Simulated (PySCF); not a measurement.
## Two-photon absorption: `CC[C@H](C)CCl`, C$_{5}$H$_{11}$Cl

Molfile (atoms numbered from 1):
```
C5H11Cl
     RDKit          3D

 17 16  0  0  0  0  0  0  0  0999 V2000
    1.8303    0.2091    0.6719 C   0  0  0  0  0  0  0  0  0  0  0  0
    0.5330   -0.3203    0.0790 C   0  0  0  0  0  0  0  0  0  0  0  0
   -0.7503    0.2641    0.6822 C   0  0  2  0  0  0  0  0  0  0  0  0
   -1.9764   -0.5226    0.2394 C   0  0  0  0  0  0  0  0  0  0  0  0
   -0.8745    1.7389    0.3288 C   0  0  0  0  0  0  0  0  0  0  0  0
   -2.2279    2.5411    1.1860 Cl  0  0  0  0  0  0  0  0  0  0  0  0
    2.7008   -0.3091    0.2428 H   0  0  0  0  0  0  0  0  0  0  0  0
    1.8591    0.0582    1.7628 H   0  0  0  0  0  0  0  0  0  0  0  0
    1.9719    1.2845    0.4843 H   0  0  0  0  0  0  0  0  0  0  0  0
    0.4966   -1.4145    0.2120 H   0  0  0  0  0  0  0  0  0  0  0  0
    0.5221   -0.1572   -1.0141 H   0  0  0  0  0  0  0  0  0  0  0  0
   -0.6706    0.2014    1.7828 H   0  0  0  0  0  0  0  0  0  0  0  0
   -2.8965   -0.0841    0.6510 H   0  0  0  0  0  0  0  0  0  0  0  0
   -1.9144   -1.5693    0.5729 H   0  0  0  0  0  0  0  0  0  0  0  0
   -2.0637   -0.5252   -0.8600 H   0  0  0  0  0  0  0  0  0  0  0  0
   -1.0568    1.8717   -0.7484 H   0  0  0  0  0  0  0  0  0  0  0  0
    0.0293    2.2992    0.5995 H   0  0  0  0  0  0  0  0  0  0  0  0
  1  2  1  0
  2  3  1  0
  3  4  1  0
  3  5  1  0
  5  6  1  0
  1  7  1  0
  1  8  1  0
  1  9  1  0
  2 10  1  0
  2 11  1  0
  3 12  1  1
  4 13  1  0
  4 14  1  0
  4 15  1  0
  5 16  1  0
  5 17  1  0
M  END
```

Computed, not measured: TDDFT CAM-B3LYP/def2-TZVPD excited states, vertical, gas phase in PySCF. Geometry: PBE0-D3(BJ)/def2-SVP.

(1) Give the one- and two-photon strengths of the lowest singlets.

Results:

(1) δ for parallel linear polarisation; σ at the peak of a Lorentzian of half width 0.1 eV, single beam; Ω is circular over linear.
```
state  E (eV)      f  photon λ (nm)  δ (au)  σ (GM)     Ω                                    main
   S1    7.19  0.003            345    2.48    0.05  1.46        HOMO→LUMO 0.21, HOMO→LUMO+4 0.19
   S2    7.26  0.004            341    8.44    0.16  0.83    HOMO−1→LUMO 0.22, HOMO−1→LUMO+4 0.18
   S3    7.79  0.019            318      29    0.64  1.28        HOMO→LUMO+1 0.44, HOMO→LUMO 0.23
   S4    7.88  0.028            315    34.9    0.79  1.47    HOMO−1→LUMO+1 0.45, HOMO−1→LUMO 0.23
   S5    8.38  0.001            296    9.72    0.25  1.24      HOMO→LUMO+2 0.55, HOMO→LUMO+3 0.27
   S6    8.44  0.029            294      22    0.57  0.76  HOMO−1→LUMO+2 0.51, HOMO−1→LUMO+3 0.27
```
